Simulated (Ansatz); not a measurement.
Basis-set extrapolation for C3H4O, SMILES `C=C=CO` (PBE0-D4/def2-TZVP geometry, frozen core, the Gaussian-basis code of Ansatz). Multiplicity 1, RHF reference.

|  | def2-TZVPP | def2-QZVPP |
| --- | --- | --- |
| HF | -190.795682 | -190.804222 |
| MP2 correlation | -0.708917 | -0.758774 |
| CCSD(T) correlation | -0.765908 | not run |

Energies in hartree. Use E(X) = E(∞) + A·exp(−7.88·√X) for Hartree–Fock and E(X) = E(∞) + B·X^(−2.97) for correlation, with X = 3 and 4, and add CCSD(T) minus MP2 of the smaller set to the MP2 limit.

Problem. What is the CCSD(T) energy at the basis-set limit?

Solution. HF limit: -190.804222 + (-0.008540) × 0.13774 = -190.80540. MP2 limit: -0.758774 + (-0.049857) × 0.74074 = -0.79571. Higher-order term: -0.765908 − (-0.708917) = -0.05699. Total: -191.65810 hartree, 253.4 kJ/mol below CCSD(T)/def2-TZVPP.
